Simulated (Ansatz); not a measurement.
Results of BLYP (plane waves, PAW; Ansatz, an electronic-structure program) for antifluorite Mg2Ge.

Settings: plane-wave cutoff 520 eV, 10×10×10 k mesh, Fermi–Dirac smearing 0.01 eV, scalar-relativistic PAW data made under PBE.

Cell (relaxed at this level):

```xyz
3
Lattice="0.0000 3.2359 3.2359 3.2359 0.0000 3.2359 3.2359 3.2359 0.0000" Properties=species:S:1:pos:R:3 pbc="T T T"
Mg     1.6179     1.6179     1.6179
Mg     4.8538     4.8538     4.8538
Ge     0.0000     0.0000     0.0000
```

### Question
Give the computed bulk modulus B0, band gap, smallest direct gap on the k points sampled and pressure derivative B′ of the bulk modulus.

### Answer

* **bulk modulus B0**: 45.4 GPa
* **band gap**: 0.47 eV (indirect)
* **smallest direct gap on the k points sampled**: 0.88 eV
* **pressure derivative B′ of the bulk modulus**: 4.4

Measured, for comparison: band gap 0.74 eV (temperature not stated, no zero-point or thermal correction, indirect, Γ–X; as tabulated in Ryu et al. (2019), arXiv:1905.06140).

Spin–orbit coupling is not included.

Computed values are for the static lattice.
